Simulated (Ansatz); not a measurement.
Basis-set extrapolation for `CCOC(=S)S` (PBE0-D4/def2-TZVP geometry, frozen core, Ansatz 0.2.0). Multiplicity 1, RHF reference.

```
                      def2-TZVPP   def2-QZVPP
                 HF  -987.095993  -987.127220
    MP2 correlation    -1.089946    -1.172049
CCSD(T) correlation    -1.193359      not run
```

Energies in hartree. Use E(X) = E(∞) + A·exp(−7.88·√X) for Hartree–Fock and E(X) = E(∞) + B·X^(−2.97) for correlation, with X = 3 and 4, and add CCSD(T) minus MP2 of the smaller set to the MP2 limit.

Question: What is the CCSD(T) energy at the basis-set limit?

Answer: HF limit: -987.127220 + (-0.031227) × 0.13774 = -987.13152. MP2 limit: -1.172049 + (-0.082103) × 0.74074 = -1.23287. Higher-order term: -1.193359 − (-1.089946) = -0.10341. Total: -988.46780 hartree, 112.0 kcal/mol below CCSD(T)/def2-TZVPP.
